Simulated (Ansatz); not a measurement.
# SiH5O (doublet): wave-function methods side by side at distance O1–H3 along a hydrogen transfer = 1.050 Å, cc-pVDZ

How much of the correlation energy of SiH5O (doublet) does each wave-function method recover here?

Method: cc-pVDZ, correlated electrons: outside noble gas; program: Ansatz 0.2.0, Gaussian basis.

To be run: UHF; CCSD(T) on ROHF; CCSD(T) on UHF; BCCD(T) on ROHF; CISD; CCSDT(Q) on ROHF; CCSDT(Q) on UHF; CASSCF and MRCISD+Q, 3 electrons in 3 orbitals; CASSCF and NEVPT2, 3 electrons in 3 orbitals.

## (1) What is computed

The geometry derives from fragments relaxed apart (PBE0/def2-TZVP) and kept rigid, so it is no stationary point. A hydrogen atom is moved between rigid fragments.

7 atoms, charge 0, spin multiplicity 2.

Atoms are counted from 1 here; the program's logs count them from 0.

Bond lengths: O1–H2 0.960 Å, O1–H3 1.050 Å, Si4–H5 1.486 Å, Si4–H6 1.486 Å, Si4–H7 1.486 Å. Angles: H2–O1–H3 105.1°, H5–Si4–H6 111.3°, H5–Si4–H7 111.3°, H6–Si4–H7 111.3°.

In the tables R marks a restricted open-shell determinant and U an unrestricted one; 'pair' is the active space of 3 electrons in 3 orbitals; correlation energies count from the lowest restricted Hartree-Fock solution.

## (2) UHF

in.yaml reads:

```yaml
crystal:
  periodic: [false, false, false]
  atoms:
    - {symbol: O, position_ang: [-1.966112, -0.019012, 0.000000]}
    - {symbol: H, position_ang: [-2.215422, 0.907564, 0.000000]}
    - {symbol: H, position_ang: [-0.916112, -0.019012, 0.000000]}
    - {symbol: Si, position_ang: [1.068888, -0.019012, 0.000000]}
    - {symbol: H, position_ang: [1.518860, -1.435264, 0.000000]}
    - {symbol: H, position_ang: [1.518862, 0.689115, -1.226512]}
    - {symbol: H, position_ang: [1.518862, 0.689115, 1.226511]}
basis:
  gaussian: {orbitals: cc-pVDZ}
magnetization: {spin_polarized: true, initial_magnetization: 1}
hamiltonian: {xc: hf}
output: {orbitals: {seedname: orbitals}}
```

Command:

```console
$ ansatz run in.yaml --threads 1 --pin off --events-out ev --progress --plain --max-ram 4096MiB --backend cpu
```

After this run come: CCSD(T) on ROHF; CCSD(T) on UHF; BCCD(T) on ROHF; CISD; CCSDT(Q) on ROHF; CCSDT(Q) on UHF; CASSCF and MRCISD+Q, 3 electrons in 3 orbitals; CASSCF and NEVPT2, 3 electrons in 3 orbitals.

**Question.** What will the summary of the whole plan be? Wanted: correlation energy, UCCSDT(Q); RMP2 from UCCSDT(Q); UMP2 from UCCSDT(Q); RCCSD from UCCSDT(Q); RCCSD(T) from UCCSDT(Q); UCCSD(T) from UCCSDT(Q); RCCSDT(Q) from UCCSDT(Q); NEVPT2 pair from UCCSDT(Q); MRCISD+Q pair from UCCSDT(Q).

The runs gave:

```
                                      quantity                                                   value
                 correlation energy, UCCSDT(Q)                                              -9.5894 eV
                           RMP2 from UCCSDT(Q)                                             +1177.5 meV
                           UMP2 from UCCSDT(Q)                                             +1188.3 meV
                          RCCSD from UCCSDT(Q)                                              +217.1 meV
                       RCCSD(T) from UCCSDT(Q)                                               +41.4 meV
                       UCCSD(T) from UCCSDT(Q)                                               +41.4 meV
                      RCCSDT(Q) from UCCSDT(Q)                                                +0.6 meV
                    NEVPT2 pair from UCCSDT(Q)                                             +1190.5 meV
                  MRCISD+Q pair from UCCSDT(Q)                                              +137.8 meV
levels of the table within 1 kcal/mol (43 meV)  RCCSD(T), UCCSD(T), BCCD(T), RCCSDT, UCCSDT, RCCSDT(Q)
                                 T1 diagnostic                                                   0.017
```

**Reading.** RCCSD(T) lands +41.4 meV from the yardstick (0.4 % of the correlation energy). Of the multireference levels listed MRCISD+Q pair comes nearest in total energy (+137.8 meV), which doesn't show that its space is the better one. These misses are within one basis, not against nature; the frozen cores of restricted and unrestricted runs differ, which can shift their rows.
